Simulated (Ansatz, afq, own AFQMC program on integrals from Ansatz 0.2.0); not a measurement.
## H2 + BH2, doublet in cc-pVTZ along one coordinate

```csv
atom,x (Å),y (Å),z (Å)
H,-1.9803,0.0000,0.0000
H,-1.2353,0.0000,0.0000
B,0.1727,0.0000,0.0000
H,0.6818,0.0000,1.0770
H,0.6818,0.0000,-1.0770
```

A hydrogen atom is moved from one rigid fragment to the other; the H1–H2 distance tells how far. The two fragments are held close together, so this isn't a minimum-energy path and the start is a compressed complex. Energies in eV count from this geometry (0.745 Å) at the same level; the start stands on UHF, each point on the determinant named.

Basis cc-pVTZ. Noble-gas cores (and the filled d shells of Ga–Kr and In–Xe) are frozen. AFQMC by an in-house program on the Cholesky factors that Ansatz 0.2.0 writes for its CCSD(T) run. The CISD trial takes its coefficients from CCSD amplitudes. Released means that phaseless walkers are propagated on without the constraint, phases kept. Error bars are statistical, one sigma.

```csv
r(H1–H2) / Å,det.,T1,weight,⟨S²⟩,CCSD,wB97M-V,CCSD(T)
0.813,UHF,0.012,0.93,0.77,-0.109,-0.114,-0.111
0.847,UHF,0.012,0.93,0.77,-0.144,-0.149,-0.146
0.881,UHF,0.011,0.93,0.77,-0.169,-0.172,-0.171
0.915,UHF,0.011,0.93,0.77,-0.183,-0.183,-0.185
0.983,UHF,0.011,0.93,0.76,-0.169,-0.160,-0.169
```

(1) Estimate the curve of CCSDT(Q), counted from the same start.

## Answers

(1) 
| r(H1–H2) / Å | det. | T1 | weight | ⟨S²⟩ | CCSDT(Q) | ph-AFQMC/CISD | released AFQMC |
| --- | --- | --- | --- | --- | --- | --- | --- |
| 0.813 | UHF | 0.012 | 0.93 | 0.77 | -0.111 | -0.108 ± 0.003 | -0.113 ± 0.002 |
| 0.847 | UHF | 0.012 | 0.93 | 0.77 | -0.146 | -0.142 ± 0.003 | -0.149 ± 0.003* |
| 0.881 | UHF | 0.011 | 0.93 | 0.77 | -0.170 | -0.173 ± 0.003 | -0.175 ± 0.003 |
| 0.915 | UHF | 0.011 | 0.93 | 0.77 | -0.184 | -0.182 ± 0.003 | -0.188 ± 0.002 |
| 0.983 | UHF | 0.011 | 0.93 | 0.76 | -0.167 | -0.167 ± 0.003 | -0.170 ± 0.002 |

Weight is that of the determinant in the CISD state; at the start T1 is 0.012 and the weight 0.93, and ⟨S²⟩ is 0.77. An asterisk marks released energies that aren't shown to be converged. Largest departures from CCSDT(Q), at the points where its series has closed: CCSD(T) -0.002 eV at 0.983 (on UHF), ph-AFQMC/CISD 0.004 eV at 0.847 (on UHF) (within the noise), released AFQMC -0.005 eV at 0.881 (on UHF) (within the noise), CCSD -0.002 eV at 0.983 (on UHF), wB97M-V 0.007 eV at 0.983. Functionals count only at points shown to share the start's state and spin.

CCSDT and higher add their correlation energy to the determinant of the CCSD(T) run, since their own runs factorise the integrals more tightly (a shift of under 2 meV). A walk keeps the symmetry of its determinant, which the program's search chose and which needn't be the lowest solution, so a lower state of the same spin and another symmetry isn't excluded.
